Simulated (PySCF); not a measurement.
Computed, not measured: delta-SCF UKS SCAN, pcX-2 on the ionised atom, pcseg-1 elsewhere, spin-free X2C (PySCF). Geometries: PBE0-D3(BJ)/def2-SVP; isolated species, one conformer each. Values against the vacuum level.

(1) Order these sites by rising C 1s binding energy.
A. Carbon in `FC(F)=C(F)F`
B. C3 in `[CH3:1][O:2][C:3]([F:4])([CH2:5][F:6])[O:7][CH3:8]`
C. C3 in `[CH3:1][O:2][C@@H:3]([F:4])[C@H:5]([F:6])[O:7][CH3:8]`
D. C2 in `[CH3:1][CH2:2][O:3][CH2:4][O:5][CH:6]([F:7])[F:8]`
E. C1 in `[CH3:1]/[N:2]=[CH:3]/[SiH:4]1[CH2:5][SiH2:6][CH2:7]1`
F. C4 in `[CH3:1][O:2][CH2:3][C:4]([F:5])([F:6])[O:7][CH3:8]`

(2) Order these sites by rising O 1s binding energy.
A. Oxygen in `COC(F)(CF)OC`
B. O2 in `[CH3:1][O:2][CH2:3][C@H:4]([F:5])[O:6][CH2:7][F:8]`
C. O2 in `[CH3:1][O:2][C@@H:3]([F:4])[CH2:5][O:6][CH2:7][F:8]`
D. O7 in `[CH3:1][O:2][CH2:3][C:4]([F:5])([F:6])[O:7][CH3:8]`

(3) Rank by computed F 1s binding energy, lowest first.
A. Fluorine in `FC(F)=C(F)F`
B. F5 in `[CH3:1][O:2][CH2:3][C@H:4]([F:5])[O:6][CH2:7][F:8]`
C. F4 in `[CH3:1][O:2][C:3]([F:4])([CH2:5][F:6])[O:7][CH3:8]`
D. Fluorine in `COCC(F)(F)OC`
E. Fluorine in `CCOCOC(F)F`

## Answers

(1) E (291.36 eV), D (292.48 eV), C (294.63 eV), B (295.92 eV), A (296.18 eV), F (296.72 eV).

From the lowest up, the atoms are bonded to: N and 3 H (291.36); O, C and 2 H (292.48); F, O, C and H (294.63); F, 2 O and C (295.92); 2 F and C (double bond) (296.18); 2 F, O and C (296.72).

(2) B (538.75 eV), A (539.07 eV), C (539.35 eV), D (539.63 eV).

From the lowest up, the atoms are bonded to: 2 C (538.75); 2 C (539.07); 2 C (539.35); 2 C (539.63).

(3) C (692.39 eV), B (692.70 eV), D (693.10 eV), E (693.61 eV), A (694.87 eV).

The highest is bonded to C, the lowest to C; the range is 2.48 eV.
